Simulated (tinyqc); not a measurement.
Worked calculation: Pariser-Parr-Pople SCF with singles CI, for the molecule C=CC(=C)[CH2-] (SMILES; centres numbered as the heavy atoms are written). One step of it, computed by the program tinyqc.

Task: Iteration 2: Fock matrix. F_rr = H_rr + P_rr gamma_rr / 2 + sum_(s != r) P_ss gamma_rs; F_rs = H_rs - P_rs gamma_rs / 2; E = tr P (H + F) / 2 + core repulsion sum_(r<s) z_r z_s gamma_rs.

P after iteration 1:
```
           1C        2C         3C         4C         5C
1C   1.110675  0.925281  -0.065920  -0.260350  -0.243882
2C   0.925281  0.946301   0.366724   0.064616   0.048064
3C  -0.065920  0.366724   1.018426   0.656401   0.655719
4C  -0.260350  0.064616   0.656401   1.456316  -0.537547
5C  -0.243882  0.048064   0.655719  -0.537547   1.468282
```

core matrix H (eV):
```
            1C          2C          3C          4C          5C
1C  -26.775440   -2.390000    0.000000    0.000000    0.000000
2C   -2.390000  -29.596567   -2.390000    0.000000    0.000000
3C    0.000000   -2.390000  -31.070268   -2.390000   -2.390000
4C    0.000000    0.000000   -2.390000  -27.767927    0.000000
5C    0.000000    0.000000   -2.390000    0.000000  -27.133357
```

repulsion gamma_rs (eV):
```
           1C         2C         3C         4C         5C
1C  11.130000   5.344569   3.872154   3.517359   2.881359
2C   5.344569  11.130000   5.346287   3.872515   3.873196
3C   3.872154   5.346287  11.130000   5.345539   5.346287
4C   3.517359   3.872515   5.345539  11.130000   3.872515
5C   2.881359   3.873196   5.346287   3.872515  11.130000
```

Centres (angstrom, eV; a flat drawing with bonds scaled to 1.40 angstrom):
```
centre          x          y  core charge z          W   gamma_rr
1C      -1.940000   0.000000              1  11.160000  11.130000
2C      -0.727000   0.700000              1  11.160000  11.130000
3C       0.485000   0.000000              1  11.160000  11.130000
4C       0.485000  -1.400000              1  11.160000  11.130000
5C       1.697000   0.700000              1  11.160000  11.130000
```

Give: F; pi energy.

Result:

F (eV):
```
         1C       2C       3C       4C       5C
1C  -2.2404  -4.8626   0.1276   0.4579   0.3514
2C  -4.8626  -1.6230  -3.3703  -0.1251  -0.0931
3C   0.1276  -3.3703  -0.4082  -4.1444  -4.1428
4C   0.4579  -0.1251  -4.1444  -0.9623   1.0408
5C   0.3514  -0.0931  -4.1428   1.0408  -1.0125
```

pi energy = -63.4072 eV
